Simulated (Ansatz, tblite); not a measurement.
# The cluster Cs4+: rung by rung

An exercise on one series of results from a longer session: the logs are not shown, and one member is left open.

Computed with Ansatz 0.2.0, Gaussian basis. Level: as each input shows.

Levels to be run: GFN1-xTB, GFN2-xTB, PBE/def2-TZVP, r2SCAN/def2-TZVP, CAM-B3LYP/def2-TZVP, PBE-QIDH/def2-TZVP, B3LYP/def2-TZVP, B2PLYP/def2-TZVP, BLYP/def2-TZVP, PBE/def2-SVP, PBE0/def2-SVP, CCSD(T)/def2-TZVPP, MP2/def2-TZVP, RPA/def2-TZVP.

## The geometry

The geometry is that of the doublet, from an earlier relaxation (PBE/def2-TZVP). At that level it is the lowest of the isomers that a small search found.

4 atoms, charge 1, spin multiplicity 2.

Bond lengths: Cs1–Cs2 5.427 Å, Cs1–Cs3 5.423 Å, Cs2–Cs3 4.942 Å, Cs2–Cs4 5.428 Å, Cs3–Cs4 5.424 Å. Angles: Cs2–Cs1–Cs3 54.2°, Cs1–Cs2–Cs3 62.9°, Cs1–Cs2–Cs4 125.7°, Cs3–Cs2–Cs4 62.9°, Cs1–Cs3–Cs2 62.9°, Cs1–Cs3–Cs4 125.9°, Cs2–Cs3–Cs4 62.9°, Cs2–Cs4–Cs3 54.2°.

Cs takes a core potential in the def2 sets. No spin-orbit coupling is included. The ion is computed in the gas phase, without counter-ions or solvent.

PBE0/def2-TZVP was run before; its log isn't repeated, and its numbers join the tables.

The first run:

Tight binding, by tblite at 300 K electronic temperature and without a spin-polarisation term:

```python
tblite.interface.Calculator('GFN1-xTB', numbers, positions, charge=1, uhf=1).singlepoint()
```

Tight binding, by tblite at 300 K electronic temperature and without a spin-polarisation term:

```python
tblite.interface.Calculator('GFN2-xTB', numbers, positions, charge=1, uhf=1).singlepoint()
```

start.molden holds the orbitals of an earlier run on this state, given as this run's starting guess.

in.yaml reads:

```yaml
crystal:
  periodic: [false, false, false]
  atoms:
    - {symbol: Cs, position_ang: [4.723724, 0.142819, -0.995880]}
    - {symbol: Cs, position_ang: [0.136963, -2.451112, 0.301689]}
    - {symbol: Cs, position_ang: [-0.134069, 2.448255, -0.290366]}
    - {symbol: Cs, position_ang: [-4.726617, -0.139962, 0.984557]}
basis:
  gaussian: {orbitals: def2-TZVP, initial_orbitals: start.molden}
total_charge: 1
magnetization: {spin_polarized: true, initial_magnetization: 1}
hamiltonian: {xc: pbe}
scf: {omitted_lower_state_checks: [starts]}
output: {orbitals: {seedname: orbitals}}
```

Launch:

```
$ ansatz run in.yaml --threads 4 --pin off --events-out ev --progress --plain --max-ram 3916MiB
```

Steps of the session up to this table: PBE/def2-TZVP; r2SCAN/def2-TZVP; CAM-B3LYP/def2-TZVP; PBE-QIDH/def2-TZVP; B3LYP/def2-TZVP; B2PLYP/def2-TZVP; BLYP/def2-TZVP; PBE/def2-SVP; PBE0/def2-SVP; CCSD(T)/def2-TZVPP; MP2/def2-TZVP; RPA/def2-TZVP.

One table of the session follows, with a row left open; its other results are not shown here.

It belongs to the step «Levels side by side». 

| level | HOMO (eV) | LUMO (eV) | gap (eV) |
| --- | --- | --- | --- |
| PBE/def2-SVP | ? | ? | ? |
| PBE/def2-TZVP | -4.61 | -4.31 | 0.31 |
| BLYP/def2-TZVP | -4.48 | -4.27 | 0.21 |
| r2SCAN/def2-TZVP | -4.62 | -3.88 | 0.74 |
| B3LYP/def2-TZVP | -4.86 | -4.06 | 0.80 |
| PBE0/def2-SVP | -4.93 | -3.85 | 1.08 |
| PBE0/def2-TZVP | -4.93 | -3.84 | 1.10 |
| CAM-B3LYP/def2-TZVP | -5.47 | -3.34 | 2.12 |

**Question.** Estimate the row for PBE/def2-SVP.

**Answer.** HOMO (eV): -4.62; LUMO (eV): -4.32; gap (eV): 0.30.

To keep in mind: Notes on CCSD(T)/def2-TZVPP: spin contamination.
